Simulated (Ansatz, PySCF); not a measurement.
Dimer: CH3NO (SMILES NC=O) (first 6 atoms) with CH3NO (SMILES NC=O); geometry from NCB31 set.
(charge 0, multiplicity 1):
```xyz
12

O     -1.1411     1.4452     0.0000
C     -0.0618     2.0309     0.0000
H     -0.0137     3.1302     0.0000
N      1.1411     1.4359     0.0000
H      1.2177     0.4165     0.0000
H      1.9714     2.0021     0.0000
O      1.1411    -1.4452     0.0000
C      0.0618    -2.0309     0.0000
H      0.0137    -3.1302     0.0000
N     -1.1411    -1.4359     0.0000
H     -1.2177    -0.4165     0.0000
H     -1.9714    -2.0021     0.0000
```

Basis-set superposition error: the interaction energy with monomers in their own basis, and in the dimer's basis (counterpoise).

The values were computed with Ansatz (a program for electronic structure); PySCF for 6-31G* rows. Each number belongs to the level named beside it.

```json
[
 {"level": "HF/6-31G*", "uncorrected (meV)": "-658.3", "counterpoise (meV)": "-550.0", "difference": "108.4"},
 {"level": "HF/aug-cc-pVDZ", "uncorrected (meV)": "-556.4", "counterpoise (meV)": "-529.0", "difference": "27.4"},
 {"level": "BLYP/def2-TZVPPD", "uncorrected (meV)": "-546.4", "counterpoise (meV)": "-540.9", "difference": "5.6"},
 {"level": "B97M-V/def2-TZVPPD", "uncorrected (meV)": "-679.5", "counterpoise (meV)": "-676.0", "difference": "3.5"},
 {"level": "B3LYP/def2-TZVPPD", "uncorrected (meV)": "-610.2", "counterpoise (meV)": "-605.6", "difference": "4.7"},
 {"level": "PBE0/def2-TZVPPD", "uncorrected (meV)": "-663.9", "counterpoise (meV)": "-659.7", "difference": "4.2"},
 {"level": "BHLYP/def2-TZVPPD", "uncorrected (meV)": "-667.5", "counterpoise (meV)": "-663.9", "difference": "3.7"},
 {"level": "MP2/6-31G*", "uncorrected (meV)": "-787.3", "counterpoise (meV)": "-564.9", "difference": "222.4"},
 {"level": "SCS-MP2/aug-cc-pVDZ", "uncorrected (meV)": "-646.7", "counterpoise (meV)": "-551.9", "difference": "94.8"},
 {"level": "CCSD(T)/aug-cc-pVDZ", "uncorrected (meV)": "-706.7", "counterpoise (meV)": "-610.7", "difference": "96.0"}
]
```

The error is largest for MP2/6-31G* (222.4 meV) and smallest for B97M-V/def2-TZVPPD (3.5 meV).
